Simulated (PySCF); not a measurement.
# BN, triplet: the ladder up to full CI

Geometry: that of the BN, singlet, kept fixed. The singlet lies 0.4 eV lower here.

| atom | x (Å) | y (Å) | z (Å) |
| --- | --- | --- | --- |
| B | 0.0000 | 0.0000 | 0.0000 |
| N | 0.0000 | 0.0000 | 1.2615 |

Basis 6-31G; PySCF 2.14.0. Only valence electrons are correlated (noble-gas cores frozen), which leaves 8 electrons in 16 orbitals. R marks a restricted (for open shells ROHF) determinant, U an unrestricted one.

Full CI is exact within this basis and frozen core; it isn't the basis-set limit. The frozen core follows each run's orbitals, which can shift R against U totals by a few meV.

- UHF ⟨S²⟩: 2.048
- T1 diagnostic (ROHF- or RHF-based CCSD): 0.0363
- largest doubles amplitude (ROHF- or RHF-based CCSD): 0.107
- T1 diagnostic (UCCSD): 0.0412

```json
{"level": "RHF", "E − E(full CI) (kJ/mol)": "378.6", "share of correlation (%)": "0.00", "wall time": "–"}
{"level": "UHF", "E − E(full CI) (kJ/mol)": "371.8", "share of correlation (%)": "1.79", "wall time": "–"}
{"level": "RMP2", "E − E(full CI) (kJ/mol)": "55.9", "share of correlation (%)": "85.23", "wall time": "–"}
{"level": "UMP2", "E − E(full CI) (kJ/mol)": "60.5", "share of correlation (%)": "84.02", "wall time": "–"}
{"level": "RCCSD", "E − E(full CI) (kJ/mol)": "16.9", "share of correlation (%)": "95.54", "wall time": "–"}
{"level": "UCCSD", "E − E(full CI) (kJ/mol)": "16.8", "share of correlation (%)": "95.56", "wall time": "–"}
{"level": "RCCSD(T)", "E − E(full CI) (kJ/mol)": "4.2", "share of correlation (%)": "98.88", "wall time": "0.22 s"}
{"level": "UCCSD(T)", "E − E(full CI) (kJ/mol)": "4.6", "share of correlation (%)": "98.78", "wall time": "0.16 s"}
{"level": "RCCSDT", "E − E(full CI) (kJ/mol)": "1.1", "share of correlation (%)": "99.71", "wall time": "2.2 s"}
{"level": "UCCSDT", "E − E(full CI) (kJ/mol)": "1.0", "share of correlation (%)": "99.73", "wall time": "2.5 s"}
```

The correlation energy at full CI, counted from RHF, is -3.924 eV. Full CI, over all symmetries tried, took 48 s on 1 thread of Arm Neoverse V2, shared host; the state has 611,520 determinants.

Times are those of the correlated step on a shared host, with one SCF added for the restricted CCSD run; they ran on 1 thread of Arm Neoverse V2.

The full-CI state has the irrep B2 of C2v, in the program's axes (one component, if the state is degenerate).

Natural occupations of full CI about the gap: 1.980 1.950 1.917 1.003 0.980 0.080 0.038 0.019 0.013 0.007; effectively unpaired electrons, Σ n²(2−n)², 2.07.
